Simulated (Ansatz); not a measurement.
C3H7NOS can be A, `CS/C=C(/N)O`, or B, `CC(O)C(N)=S`.

Calculated with Ansatz (gas phase, PBE0-D4/def2-TZVP geometries, no zero-point term in ΔE). CCSD(T)/CBS adds triple-zeta CCSD(T) − MP2 to the extrapolated MP2 energy (def2 sets, frozen cores). DFT in def2-TZVPP. B3LYP here is the variant with VWN-RPA as its local correlation; programs differ in this. One conformer a species, not always the lowest.

A:

```xyz
13

C    -1.807    1.306   -0.817
S    -0.059    1.125   -1.259
C     0.666    0.524    0.200
C     0.869   -0.810    0.333
N     1.401   -1.423    1.430
O     0.521   -1.691   -0.609
H    -1.924    2.057   -0.035
H    -2.224    0.357   -0.483
H    -2.332    1.640   -1.714
H     0.991    1.209    0.972
H     1.831   -2.316    1.256
H     1.900   -0.829    2.069
H     0.166   -1.149   -1.343
```

B:

Z-matrix (Å, degrees):
```
C
C 1 1.516
H 1 1.091 2 109.5
H 1 1.092 2 110.1 3 119.4
H 1 1.089 2 110.0 3 -120.5
O 2 1.421 1 107.6 3 -60.3
C 2 1.523 1 110.2 3 177.5
H 2 1.094 1 109.5 3 60.3
H 6 0.961 2 108.5 1 157.8
N 7 1.330 2 113.7 1 99.6
S 7 1.643 2 121.5 1 -78.7
H 10 1.009 7 119.1 2 2.3
H 10 1.005 7 119.7 2 -177.5
```

**Question.** Which is lower in electronic energy at CCSD(T)/CBS, and by how much? (An estimate is asked.)

**Answer.** Ansatz gave: B, by 43.6 kJ/mol.

**Question.** Give E(B) − E(A) in kJ/mol with PBE0-D4, HF/def2-TZVPP, B3LYP-D4, ωB97M-V, PBE-D4, B2PLYP, CCSD/def2-TZVPP. (An estimate is asked.)

**Answer.** Ansatz gave: PBE0-D4 -31.5, HF/def2-TZVPP -40.5, B3LYP-D4 -37.2, ωB97M-V -38.0, PBE-D4 -30.5, B2PLYP -40.1, CCSD/def2-TZVPP -44.6. None reverses the order clearly.

Largest T1 diagnostic: 0.015.

In def2-TZVPP, CCSD(T) changes the Hartree–Fock value by −5.3 kJ/mol (the triples alone add −1.2 kJ/mol) and MP2 by −3.4 kJ/mol.
